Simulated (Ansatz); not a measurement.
Process, species as SMILES: C#N (CH-N) + 3 [H][H] (H2) → C (CH4) + N (NH3)
B3LYP-D3(BJ)/def2-TZVP geometries, fixed; electronic energies without zero-point terms.
Largest species:
```xyz
5

C      0.0000     0.0000     0.0000
H      0.6205     0.6269     0.6390
H     -0.6429    -0.6249     0.6185
H      0.6369    -0.6328    -0.6166
H     -0.6146     0.6308    -0.6409
```
Charge 0, spin multiplicity 1.

Basis-set convergence of the energy of full hydrogenation at CCSD(T) with Ansatz (a first-principles code). Cartesian d functions, on some or all atoms, in 6-31G*, 6-31+G*; all else is spherical. Cores are frozen. No added dispersion term, no relativity. Functions are those of the species that has most. Reference: Hartree-Fock in cc-pVQZ plus the correlation part extrapolated as X^-3 from cc-pVTZ and cc-pVQZ, -77.03 kcal/mol, itself unsure by roughly 0.33 kcal/mol (a third of the extrapolation step and of the last Hartree-Fock step). Deviations are taken from unrounded values.

| basis | functions | energy of full hydrogenation (kcal/mol) |
|---|---|---|
| 6-31G* | 32 | -60.01 |
| 6-31+G* | 40 | -63.15 |
| cc-pVDZ | 34 | -69.62 |
| aug-cc-pVDZ | 59 | -77.74 |
| def2-SVP | 34 | -73.03 |
| def2-SVPD | 52 | -80.53 |
| pcseg-1 | 34 | -70.29 |
| aug-pcseg-1 | 59 | -75.68 |
| 6-311G** | 42 | -68.53 |
| 6-311+G** | 50 | -70.92 |
| def2-TZVP | 68 | -70.40 |
| def2-TZVPD | 83 | -71.57 |
| cc-pVTZ | 86 | -74.89 |
| aug-cc-pVTZ | 138 | -77.06 |
| pcseg-2 | 86 | -76.15 |
| aug-pcseg-2 | 138 | -76.71 |
| def2-TZVPP | 87 | -75.39 |
| def2-TZVPPD | 105 | -76.43 |
| def2-QZVPP | 177 | -76.76 |
| def2-QZVPPD | 195 | -76.95 |

What the diffuse functions change, pair by pair:
- 6-31G* to 6-31+G*: 8 more functions, deviation 17.02 to 13.88 kcal/mol
- cc-pVDZ to aug-cc-pVDZ: 25 more functions, deviation 7.40 to -0.71 kcal/mol
- def2-SVP to def2-SVPD: 18 more functions, deviation 3.99 to -3.50 kcal/mol
- pcseg-1 to aug-pcseg-1: 25 more functions, deviation 6.74 to 1.34 kcal/mol
- 6-311G** to 6-311+G**: 8 more functions, deviation 8.50 to 6.11 kcal/mol
- def2-TZVP to def2-TZVPD: 15 more functions, deviation 6.63 to 5.46 kcal/mol
- cc-pVTZ to aug-cc-pVTZ: 52 more functions, deviation 2.14 to -0.03 kcal/mol
- pcseg-2 to aug-pcseg-2: 52 more functions, deviation 0.88 to 0.32 kcal/mol
- def2-TZVPP to def2-TZVPPD: 18 more functions, deviation 1.63 to 0.59 kcal/mol
- def2-QZVPP to def2-QZVPPD: 18 more functions, deviation 0.26 to 0.07 kcal/mol

They bring the value nearer the reference by more than 0.33 kcal/mol in 9 of 10 pairs.
